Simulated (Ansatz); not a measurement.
**AlNH₃ (quartet): from Hartree-Fock to the top rungs at distance Al1–H4 along a hydrogen transfer = 1.475 Å, cc-pVDZ**

An exercise on one series of results from a longer session: the logs are not shown, and one member is left open.

Program: Ansatz 0.2.0, Gaussian basis. Level of theory: cc-pVDZ, core rule «outside noble gas», up to 6 orbitals frozen. These are calculated values, not measurements.

Plan: UHF; CCSD(T) on ROHF; CCSD(T) on UHF; BCCD(T) on ROHF; CISD; CCSDT(Q) on ROHF; CCSDT(Q) on UHF; CASSCF and MRCISD+Q, 5 electrons in 5 orbitals; CASSCF and NEVPT2, 5 electrons in 5 orbitals.

13 further runs of the same task are left out: 9 for a known fault of the program, 4 that didn't finish.

## What is computed

The geometry derives from fragments relaxed apart (PBE0/def2-TZVP) and kept rigid, so it is no stationary point. A hydrogen atom is moved between rigid fragments.

5 atoms, charge 0, spin multiplicity 4.

Atoms are counted from 1 here; the program's logs count them from 0.

Bond lengths: Al1–H2 1.586 Å, Al1–H3 1.586 Å, Al1–H4 1.475 Å. Angles: H2–Al1–H3 120.0°, H2–Al1–H4 120.0°, H3–Al1–H4 120.0°.

Coordinates:

| atom | x (Å) | y (Å) | z (Å) |
| --- | --- | --- | --- |
| Al1 | -1.0766 | 0.0000 | 0.0000 |
| H2 | -1.8696 | 1.3734 | 0.0000 |
| H3 | -1.8696 | -1.3734 | 0.0000 |
| H4 | 0.3984 | 0.0000 | 0.0000 |
| N5 | 2.3144 | 0.0000 | 0.0000 |

Set-up of the first run:

The input, in.yaml:

```yaml
crystal:
  periodic: [false, false, false]
  atoms:
    - {symbol: Al, position_ang: [-1.076637, 0.000000, 0.000000]}
    - {symbol: H, position_ang: [-1.869560, 1.373384, 0.000000]}
    - {symbol: H, position_ang: [-1.869560, -1.373384, 0.000000]}
    - {symbol: H, position_ang: [0.398363, 0.000000, 0.000000]}
    - {symbol: N, position_ang: [2.314363, 0.000000, 0.000000]}
basis:
  gaussian: {orbitals: cc-pVDZ}
magnetization: {spin_polarized: true, initial_magnetization: 3}
hamiltonian: {xc: hf}
output: {orbitals: {seedname: orbitals}}
```

On the command line:

```sh
ansatz run in.yaml --threads 1 --pin off --events-out ev --progress --plain --max-ram 2393MiB
```

Among the steps run: UHF; CCSD(T) on ROHF; CCSD(T) on UHF; BCCD(T) on ROHF; CISD; CCSDT(Q) on ROHF; CCSDT(Q) on UHF; CASSCF and MRCISD+Q, 5 electrons in 5 orbitals; CASSCF and NEVPT2, 5 electrons in 5 orbitals.

One table of the session follows, with a row left open; its other results are not shown here.

It belongs to the step «Misses and costs». 

| method | from UCCSDT(Q) (kJ/mol) |
| --- | --- |
| ROHF | +519.5 |
| UHF | +511.0 |
| RMP2 | +114.6 |
| UMP2 | ? |
| CISD | +38.0 |
| RCCSD | +7.3 |
| UCCSD | +7.2 |
| RCCSD(T) | +1.9 |
| UCCSD(T) | +1.7 |
| BCCD(T) | +1.9 |
| RCCSDT | +0.4 |
| UCCSDT | +0.2 |
| RCCSDT(Q) | +0.2 |
| UCCSDT(Q) | 0 |
| CASSCF pair | +484.2 |
| NEVPT2 pair | +113.0 |
| MRCISD pair | +33.0 |
| MRCISD+Q pair | -2.1 |

**Question.** Estimate the row for UMP2.

As computed: from UCCSDT(Q) (kJ/mol): +113.2. In the column «from UCCSDT(Q) (kJ/mol)» it lies between NEVPT2 pair (+113.0) and RMP2 (+114.6).

Caveats from the session: Restricted and unrestricted rows rest on different reference determinants; where their highest levels disagree by more than a few hundredths of an eV, they describe different states and don't form one ladder.
